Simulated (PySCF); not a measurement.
## One molecule, a ladder of functionals, a line

Molecule: `[C@H](C=C=C)(C)F`, C₅H₇F.

Atoms are numbered as in `[CH2:1]=[C:2]=[CH:3][C@@H:4]([CH3:5])[F:6]`. Each H is labelled by its parent atom.

GIAO shieldings (ppm, equivalent atoms averaged) in PySCF 2.14.0 with density-fitted response routines on the PBE0-D3(BJ)/def2-SVP geometry, basis pcSseg-1, gas phase, non-relativistic:

```csv
functional,exact exchange (%),σ(C4),σ(F6)
BLYP,0,79.9,342.0
BP86,0,85.9,345.6
PBE,0,86.2,343.6
B3LYP,20,87.1,358.0
PBE0,25,94.6,362.7
BHandHLYP,50,96.3,376.3
HF,100,110.6,400.4
```

**Question.** Fit each shielding as a line in the percentage of exact exchange.

**Answer.** σ(C4) = 84.2 + 0.26 x (rms 2.6 ppm); σ(F6) = 345.2 + 0.57 x (rms 2.2 ppm). The functionals also differ in their semilocal parts, which the line can't hold; Hartree–Fock has no correlation at all.

**Question.** What does the line predict for mPW1PW91 (25 %), and what does the run give?

**Answer.** σ(C4): 90.7 predicted, 93.8 computed; σ(F6): 359.4 predicted, 363.4 computed ppm.
